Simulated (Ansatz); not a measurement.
Two isomers of C5H12O: A = `CCCOCC`, B = `CCC(C)CO`.

Calculated with Ansatz (gas phase, PBE0-D4/def2-TZVP geometries, no zero-point term in ΔE). CCSD(T)/CBS is the MP2 limit (def2-TZVPP, def2-QZVPP) plus CCSD(T) − MP2 in def2-TZVPP, frozen cores. Functionals use def2-TZVPP. B3LYP here is the variant with VWN-RPA as its local correlation; programs differ in this. Each species was taken in one conformer, which may not be the lowest.

Question: Which isomer does CCSD(T)/CBS put lower? Give the gap. (Best estimate.)

Answer: The calculation gave: B, by 36.6 kJ/mol.

Question: Give E(B) − E(A) in kJ/mol with B3LYP-D4, CCSD/def2-TZVPP, CCSD(T)/def2-TZVPP, PBE-D4, MP2/def2-TZVPP, B3LYP, r2SCAN-D4. (Best estimate.)

Answer: Ansatz gave: B3LYP-D4 -26.5, CCSD/def2-TZVPP -33.4, CCSD(T)/def2-TZVPP -34.8, PBE-D4 -30.3, MP2/def2-TZVPP -40.3, B3LYP -21.0, r2SCAN-D4 -30.0. None reverses the order clearly.

Largest T1 diagnostic: 0.010.

The D4 term adds −5.5 kJ/mol with B3LYP and −3.0 kJ/mol with PBE0; it sums over pairs of atoms, weighted by their polarisabilities, and B3LYP, whose exchange is more repulsive, gets the larger term. In def2-TZVPP, CCSD(T) changes the Hartree–Fock value by −16.9 kJ/mol (the triples alone add −1.4 kJ/mol) and MP2 by −22.3 kJ/mol.
